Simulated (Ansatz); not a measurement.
We consider zinc-blende MgS (metastable phase), described by HSE06-D3(BJ) (plane waves, PAW; Ansatz, a quantum-chemistry and plane-wave program).

The run printed, among other lines:

```
WARN output.stress: scf.exx.energy_threshold = 1e-6 eV is looser than the 2e-8 eV advised for a stress under a hybrid functional (1e-8 eV for each atom of the …
Crystal: 2 atoms, lattice volume = 43.406 Å³
Basis set: ecut = 460 eV, 941 PW (Γ), exchange–correlation on 60×60×60 points (8 copies of the dense FFT grid, shifted against one another)
Bands: 12, of which v1, the nominal top of the filled ones, is band 8 counted from 1 (7 counted from 0)
Symmetry: 24 space group operations
Space group: F-43m (ITA 216), of the structure as read, at distance tolerance 3.5e-5 Å
k-points: 29 of 512 (time reversal used)
SCF iter   1: F=—  HF=-2829.352854 eV  |F-HF|=—  |Δ(HF+E_count)|=         —  Δρ=6.04e-4  dr2=1.99e-4
SCF iter   2: F=-2829.352567 eV  HF=-2829.352560 eV  |F-HF|=6.49e-6  |Δ(HF+E_count)|=   2.94e-4  Δρ=2.01e-4  dr2=1.39e-5
Crystal: 2 atoms, lattice volume = 43.406 Å³
Initial density: handed on by an earlier stage of this run
  ...
Crystal: 2 atoms, lattice volume = 43.406 Å³
SCF iter   3: F=—  HF=-2830.376632 eV  |F-HF|=—  |Δ(HF+E_count)|=   1.06e-7  Δρ=3.99e-6  dr2=5.31e-9
SCF iter   4: F=-2830.376632 eV  HF=-2830.376632 eV  |F-HF|=1.46e-11  |Δ(HF+E_count)|=   3.45e-9  Δρ=3.76e-7  dr2=9.83e-11
SCF 3 converged in 4 iterations: F = -2830.376632 eV  dr2 = 9.83e-11
Free energy (F): -2830.376632 eV
Internal energy: -2830.376632 eV  (E = F + TS)
E sigma→0 (E₀):  -2830.376632 eV
Fermi energy:    5.160961 eV
--- Forces (eV/Å), atoms counted from 1 ---
  atom   1  Mg     0.00000000    -0.00000000     0.00000000
  atom   2  S     -0.00000000     0.00000000    -0.00000000
--- Stress (GPa, compression-positive) ---
        0.365548      -0.000000       0.000000
       -0.000000       0.365548      -0.000000
        0.000000      -0.000000       0.365548
  P = ⅓ Tr σ = 0.3655 GPa (3.655 kbar)
```

Write an input file that could have produced this run (the log leaves some choices open).

Several could match; the one computed here: 
Ansatz 0.2 input:
```yaml
crystal:
  lattice:
    - [0.0, -2.7893786273, 2.7893786273]
    - [2.7893786273, -2.7893786273, 0.0]
    - [2.7893786273, 0.0, 2.7893786273]
  atoms:
    - { symbol: Mg, position: [0.0, 0.0, 0.0] }
    - { symbol: S, position: [0.25, 0.25, 0.25] }
basis:
  ecutwfc: 460
  ecutrho_ratio: 4
  xc_grid: 2
kpoints:
  mp_grid: { grid: [8, 8, 8] }
hamiltonian:
  xc: hse06
  dispersion: d3bj
  pseudopotentials: { kind: paw }
scf:
  occupations: { method: fermi_dirac, width: 0.01 }
  convergence: { dr2_threshold: 0.0000000002 }
output:
  forces: true
  stress: true
  eigenvalues: true
```

The cell is one volume of an energy–volume scan, off the minimum.

The PAW data were made under PBE.

Computing time: roughly 90 core-seconds.
